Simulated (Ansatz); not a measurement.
SF⁺, quintet: the ladder up to UCCSDT(Q)

Geometry: that of the SF⁺, triplet, kept fixed. The triplet lies 9.3 eV lower here.

```xyz
2

F     0.0000    0.0000    0.0000
S     0.0000    0.0000    1.5040
```

Basis cc-pVDZ; Ansatz 0.2.0. Only valence electrons are correlated (noble-gas cores frozen), which leaves 12 electrons in 26 orbitals. Prefix R: restricted or restricted open-shell reference; prefix U: unrestricted. Active spaces: valence = (12e, 8o) chosen from the atoms' valence shells.

Full CI isn't at hand for all of this; UCCSDT(Q) serves as the reference, and is uncertain by about the last step of the cluster series. The frozen core follows each run's orbitals, which can shift R against U totals by a few meV.

For open shells CISD is restricted-active-space CI with the open shells as a complete middle space.

- UHF ⟨S²⟩: 6.013
- T1 diagnostic (RCCSD): 0.0255
- largest doubles amplitude (RCCSD): 0.051
- T1 diagnostic (UCCSD): 0.0223

Q: From what is known of these methods and the diagnostics, rank them by the size of their error in total energy against UCCSDT(Q) in cc-pVDZ, smallest first (an estimate: the text doesn't fix the numbers).
A. CISD
B. MRCISD+Q (valence space)
C. NEVPT2 (valence space)
D. UCCSD(T)
E. UCCSDT

A: E (16 meV), D (37 meV), B (89 meV), A (544 meV), C (1144 meV).

All errors are against UCCSDT(Q) in cc-pVDZ. Within each family the higher level lies nearer, as is usual though not guaranteed.

Natural occupations of CASSCF (valence space) about the gap: 1.984 1.016 1.009 1.009 1.001; effectively unpaired electrons, Σ n²(2−n)², 4.00.
